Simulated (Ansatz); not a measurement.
# Changing the shape of N₄ (charge +1), doublet

Calculated in Ansatz's Gaussian-basis code; BCCD by scripts on PySCF. Settings: cc-pVDZ; 4 core orbitals frozen; no relativity. On stretched bonds single-reference methods can fail or change state.

Case A:

```tsv
atom	x (Å)	y (Å)	z (Å)
N	0.0000	0.5490	0.0000
N	0.0000	-0.5490	0.0000
N	0.0000	0.5490	6.0000
N	0.0000	-0.5490	6.0000
```

Case B:

```xyz
4

N     0.0000    0.5490    0.0000
N     0.0000   -0.5490    0.0000
N     0.0000    0.5490    3.0000
N     0.0000   -0.5490    3.0000
```

Energy less that of case A, in eV:

```tsv
case	RCCSD(T)	RBCCD(T)	UBCCD(T)
B	-0.172	-0.186	-0.186
```

Problem. What does UCCSD(T) give for these differences?

Solution. B: -0.128 eV (-3.0 kcal/mol).
